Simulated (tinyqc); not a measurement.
Worked calculation: CCD on RHF in the sto-3g basis, frozen core, for H2O, spin multiplicity 1. One step of it, computed by the program tinyqc.

Question. Iteration 8 (converged): orbitals. Diagonalise F' = X^T F X, C = X C', fill 5 alpha and 5 beta electrons from the bottom; D = 2 C_occ C_occ^T. Each column has its largest component positive (the first on a tie).

converged F (hartree), lower triangle:
```
             1O 1s      1O 2s     1O 2px     1O 2py     1O 2pz      2H 1s      3H 1s
1O 1s   -20.226103
1O 2s    -5.162485  -2.449031
1O 2px    0.000000   0.000000  -0.389951
1O 2py    0.000000   0.000000   0.000000  -0.335375
1O 2pz   -0.029684  -0.130604   0.000000   0.000000  -0.358669
2H 1s    -1.245268  -1.053570   0.000000  -0.406859  -0.361032  -0.599585
3H 1s    -1.245268  -1.053570   0.000000   0.406859  -0.361032  -0.402185  -0.599585
```

X, lower triangle:
```
            1O 1s      1O 2s    1O 2px     1O 2py     1O 2pz      2H 1s     3H 1s
1O 1s    1.024289
1O 2s   -0.144473   1.263586
1O 2px   0.000000   0.000000  1.000000
1O 2py   0.000000   0.000000  0.000000   1.124788
1O 2pz  -0.010293   0.114683  0.000000   0.000000   1.054426
2H 1s    0.022477  -0.309051  0.000000  -0.244287  -0.147145   1.223352
3H 1s    0.022477  -0.309051  0.000000   0.244287  -0.147145  -0.090890  1.223352
```

Give: F' = X^T F X; orbital energies; coefficients C; D after iteration 8.

Answer.

F' = X^T F X (hartree), lower triangle:
```
          1        2        3        4        5        6       7
1  -19.8453
2   -2.6962  -1.2060
3    0.0000   0.0000  -0.3900
4    0.0000   0.0000   0.0000  -0.0007
5   -0.0543   0.1151   0.0000   0.0000  -0.2076
6   -0.2009  -0.5378   0.0000  -0.4945  -0.3283   0.0309
7   -0.2009  -0.5378   0.0000   0.4945  -0.3283  -0.1106  0.0309
```

orbital energies (hartree): MO1 -20.2350, MO2 -1.2735, MO3 -0.6325, MO4 -0.4473, MO5 -0.3900, MO6 0.6172, MO7 0.7733

coefficients C:
```
            MO1      MO2      MO3      MO4     MO5      MO6      MO7
1O 1s    0.9941  -0.2324   0.0000   0.1018  0.0000  -0.1363   0.0000
1O 2s    0.0270   0.8278   0.0000  -0.5318  0.0000   0.9235   0.0000
1O 2px   0.0000   0.0000   0.0000   0.0000  1.0000   0.0000   0.0000
1O 2py   0.0000   0.0000   0.6030   0.0000  0.0000   0.0000   1.0104
1O 2pz   0.0044   0.1321   0.0000   0.7909  0.0000   0.7249   0.0000
2H 1s   -0.0062   0.1605   0.4417   0.2669  0.0000  -0.8136  -0.8533
3H 1s   -0.0062   0.1605  -0.4417   0.2669  0.0000  -0.8136   0.8533
```

D after iteration 8, lower triangle:
```
          1O 1s    1O 2s  1O 2px   1O 2py  1O 2pz    2H 1s   3H 1s
1O 1s    2.1051
1O 2s   -0.4394   1.9376
1O 2px   0.0000   0.0000  2.0000
1O 2py   0.0000   0.0000  0.0000   0.7272
1O 2pz   0.1085  -0.6223  0.0000   0.0000  1.2859
2H 1s   -0.0325  -0.0186  0.0000   0.5327  0.4645   0.5843
3H 1s   -0.0325  -0.0186  0.0000  -0.5327  0.4645  -0.1962  0.5843
```
